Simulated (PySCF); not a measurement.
## Electron affinity of Si by level of theory

Si⁻ [Ne] 3s2 3p3 (4S) → Si [Ne] 3s2 3p2 (3P), as a difference of total energies. Computed with PySCF 2.14 in aug-cc-pV(Q+d)Z with one added diffuse shell each of s, p, d, f, g type (8s7p6d4f3g, 114 functions), with no relativity, point nucleus. Correlated levels: valence: [Ne] frozen. The calculations carry no spin-orbit coupling.

```tsv
method	electron affinity (eV)
UHF	0.849
LDA	1.599
PBE	1.503
PBE0	1.459
r2SCAN	1.535
r2SCANh	1.518
M06	1.257
wB97M-V	1.297
MP2 (valence)	1.410
SCS-MP2 (valence)	1.227
```

A first-order spin-orbit estimate (lowest level to lowest level, LS coupling) adds -0.016 eV.

Errors of the correlated levels include the incompleteness of this basis and the frozen core.

In the anion the highest occupied orbital energy is positive at LDA, PBE, PBE0, r2SCAN, r2SCANh, M06, a self-interaction effect; the basis confines that electron, and the energy difference can still be sensible.

Problem. Which method comes closest to the reference value, and which is furthest?

Solution. The reference is 1.390 eV (measured; photodetachment measurements, as compiled on the Wikipedia data page of electron affinities). Closest: MP2 (valence) (error 0.004 eV); furthest: UHF (error -0.557 eV), both after the spin-orbit estimate.
